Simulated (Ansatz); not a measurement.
# CHSi₂+ (quintet): from Hartree-Fock to the top rungs, cc-pVDZ

The task here is to estimate one member of a computed series from the others.

Method: cc-pVDZ, core rule «outside noble gas», up to 11 orbitals frozen; program: Ansatz 0.2.0, Gaussian basis.

Plan: UHF; CCSD(T) on ROHF; CCSD(T) on UHF; BCCD(T) on ROHF; CISD as a restricted active space (open shells left free, so some higher excitations enter); CCSDT(Q) on ROHF; CCSDT(Q) on UHF.

20 further runs of the same task are left out: 8 that didn't finish, 12 set aside as unsound or not needed. Runs told in other sessions of the task aren't counted.

### What is computed

The geometry is a PBE0/def2-TZVP stationary point (not a proven minimum) of the parent state, kept for this charge and spin.

4 atoms, charge 1, spin multiplicity 5.

Atoms are counted from 1 here; the program's logs count them from 0.

Bond lengths: C1–Si2 1.912 Å, C1–Si3 1.729 Å, Si2–Si3 2.317 Å, Si2–H4 1.509 Å. Angles: Si2–C1–Si3 78.8°, C1–Si2–Si3 47.1°, C1–Si2–H4 117.9°, Si3–Si2–H4 119.9°, C1–Si3–Si2 54.1°.

Set-up of the first run:

in.yaml reads:

```yaml
crystal:
  periodic: [false, false, false]
  atoms:
    - {symbol: C, position_ang: [-0.061244, -1.147988, -0.219952]}
    - {symbol: Si, position_ang: [0.099301, 0.160438, 1.164819]}
    - {symbol: Si, position_ang: [-0.033008, 0.314343, -1.142833]}
    - {symbol: H, position_ang: [-1.117401, 0.450106, 2.008353]}
basis:
  gaussian: {orbitals: cc-pVDZ}
total_charge: 1
magnetization: {spin_polarized: true, initial_magnetization: 4}
hamiltonian: {xc: hf}
output: {orbitals: {seedname: orbitals}}
```

Command:

```console
$ ansatz run in.yaml --threads 1 --pin off --events-out ev --progress --plain --max-ram 2393MiB
```

Steps of the session up to this table: UHF; CCSD(T) on ROHF; CCSD(T) on UHF; BCCD(T) on ROHF; CISD as a restricted active space (open shells left free, so some higher excitations enter); CCSDT(Q) on ROHF; CCSDT(Q) on UHF.

One of the session's tables, all rows but one given; the rest of the session is left out.

It belongs to the step «Misses and costs». 

```
   method  from RCCSDT(Q) (meV)
     ROHF               +7492.7
      UHF               +7212.7
     RMP2               +1515.3
     UMP2               +1621.6
     CISD               +1033.9
    RCCSD                +426.4
    UCCSD                +416.7
 RCCSD(T)                     ?
 UCCSD(T)                 +90.7
  BCCD(T)                 +82.0
   RCCSDT                 +29.8
   UCCSDT                 +27.5
RCCSDT(Q)                     0
UCCSDT(Q)                  -3.2
```

Q: Estimate the row for RCCSD(T) from the others.

**Answer.** from RCCSDT(Q) (meV): +86.3. In the column «from RCCSDT(Q) (meV)» it lies between BCCD(T) (+82.0) and UCCSD(T) (+90.7).

To keep in mind: Restricted and unrestricted rows rest on different reference determinants; a gap between their highest levels can come from leftover correlation error, from unlike frozen cores or from another state.
